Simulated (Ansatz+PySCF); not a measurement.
**triplet SO: levels of theory in one basis**

```xyz
2

O     0.0000    0.0000   -1.0410
S     0.0000    0.0000    0.5330
```

Basis set: cc-pVTZ on O; cc-pV(T+d)Z on S (spherical functions). Correlated methods keep 6 orbitals frozen. Correlation on ROHF uses semicanonical orbitals with singles. Charge 0, multiplicity 3.

Computed with Ansatz (development build ahead of 0.2.0); each method stands on the lowest determinant of its kind that the runs found.

```tsv
method	E − E(ROHF) (eV)	<S²> of the determinant
ROHF	0.00	2.00
UHF	-0.52	2.06
ROHF-MP2	-10.79	–
UHF-CCSD	-11.31	2.06
ROHF-CCSD(T)	-11.88	–
UHF-CCSD(T)	-11.87	2.06
```

Q: What does UHF-MP2 give on the same scale?

A: -10.90 eV.

Q: Is a single determinant a sound starting point here?

A: Only with care. Unrestricted orbitals gain 0.52 eV and <S²> is 2.06 against 2.00 for a pure state, but several determinants compete.

Caution for ROHF-MP2, UHF-MP2: forces differ strongly between restricted and unrestricted references; another reference gives a lower total.
